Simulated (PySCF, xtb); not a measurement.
OS, SMILES S=O (connectivity only; charge and spin as stated), neutral, multiplicity 3.

Harmonic wavenumbers (cm⁻¹) from xtb with GFN2-xTB at its own minimum, in rising order: 1146.

What does B3LYP-D3(BJ)/def2-TZVPD (PySCF) give at its own minimum? (An estimate is asked for; the answer gives what the named calculation found.)

1157. Paired by order, the mean absolute difference is 11 cm⁻¹ and the zero-point energies are 1.6 and 1.7 kcal/mol.
